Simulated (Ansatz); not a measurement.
# C2H4: the cost of one run

Program: Ansatz 0.2.0. Level of theory: the levels named in each step. These are calculated values, not measurements.

## (1) The system as given

Bond lengths: C1–C2 1.316 Å, C1–H3 1.078 Å, C1–H4 1.078 Å, C2–H5 1.078 Å, C2–H6 1.078 Å. Angles: C1–C2–H5 122.0°, C1–C2–H6 122.0°, H5–C2–H6 116.0°, C2–C1–H3 122.0°, C2–C1–H4 122.0°, H3–C1–H4 116.0°.

As a file:

```xyz
6

C    -0.6568   -0.0426   -0.0037
C     0.6568    0.0425    0.0036
H    -1.2861    0.8205    0.1403
H    -1.1678   -0.9796   -0.1538
H     1.2861   -0.8207   -0.1395
H     1.1678    0.9797    0.1530
```

## (2) A rough first relaxation, PBE-D4/def2-SVP

Contents of input.yaml:

```yaml
crystal:
  periodic: [false, false, false]
  atoms:
    - { symbol: C, position_ang: [-0.65679, -0.04263, -0.00365] }
    - { symbol: C, position_ang: [0.6568, 0.0425, 0.00363] }
    - { symbol: H, position_ang: [-1.28608, 0.82053, 0.1403] }
    - { symbol: H, position_ang: [-1.16779, -0.97958, -0.15382] }
    - { symbol: H, position_ang: [1.28609, -0.82066, -0.13949] }
    - { symbol: H, position_ang: [1.16778, 0.97971, 0.15301] }
basis:
  gaussian: { orbitals: def2-SVP }
hamiltonian:
  xc: pbe
  dispersion: d4
relax:
  f_tol: 0.03
  max_steps: 200
```

Command:

```sh
> ansatz run input.yaml --threads 2 --pin off --max-ram 5120MiB --backend cpu --events-out ev --progress --plain --runs-dir out
```

What time and memory should one allow on 2 threads of Intel Xeon at 2.50GHz (Skylake/Cascade Lake), shared host?

About 11 s, with a peak of 0.1 GiB.
